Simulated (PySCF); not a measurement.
## Frontier orbitals and the lowest excitations

Formyl fluoride, CHFO.
Structure used (GFN2-xTB), in Å, numbered top down from 1:
```xyz
4
CHFO angstrom
O     -0.8847   -0.8541   -0.0014
C     -0.0888    0.0053   -0.0056
F      1.2298   -0.2387   -0.0072
H     -0.2461    1.0922   -0.0087
```

Computed with TDDFT B3LYP/def2-SVPD, vertical, gas phase, core orbitals frozen in the response in PySCF.

Kohn–Sham orbitals with the atoms that hold most of them (Löwdin shares over 4%, at most four atoms; ? is withheld):

```csv
orbital,ε (eV),atoms
LUMO+2,1.39,"H4 27%, F3 25%, O1 25%, C2 23%"
LUMO+1,0.55,"C2 51%, H4 26%, F3 12%, O1 11%"
LUMO,-1.43,"C2 45%, O1 34%, F3 12%, H4 8%"
HOMO,-9.46,?
HOMO-1,-11.24,?
HOMO-2,-11.89,"F3 66%, O1 16%, C2 11%, H4 7%"
HOMO-3,-14.05,"O1 65%, F3 18%, C2 17%"
```

**Question.** Which atoms hold the HOMO-1, and with what shares?

**Answer.** O1 (bonded to C) 50%; F3 (bonded to C) 32%; C2 (bonded to F, O and H) 17%.

**Question.** Give the leading atoms of the HOMO.

**Answer.** O1 (bonded to C) 69%; C2 (bonded to F, O and H) 14%; F3 (bonded to C) 11%; H4 (bonded to C) 6%.

**Question.** How does S1 compare with the orbital gap of 8.03 eV?

**Answer.** S1 is at 6.00 eV (f = 0.0018), 2.03 eV below the gap, made of HOMO→LUMO (100%). 

**Question.** Give energy, strength and leading configuration of S1, S2, S3 and S6, and follow the Löwdin shares of the leading atoms from the occupied to the empty orbital.

**Answer.** 
- S1 (6.00 eV, f 0.0018), HOMO→LUMO (100%): O1 69% → 34%, C2 14% → 45%; low, almost dark, from the terminal oxygen into the C=O bond, the pattern of n→π*
- S2 (8.66 eV, f 0.0002), HOMO-2→LUMO (100%): F3 66% → 12%, O1 16% → 34%, C2 11% → 45%
- S3 (8.93 eV, f 0.0051), HOMO→LUMO+1 (83%): O1 69% → 11%, C2 14% → 51%, H4 6% → 26%
- S6 (10.69 eV, f 0.0059), HOMO-1→LUMO+1 (99%): O1 50% → 11%, F3 32% → 12%, C2 17% → 51%, H4 at most 1% → 26%
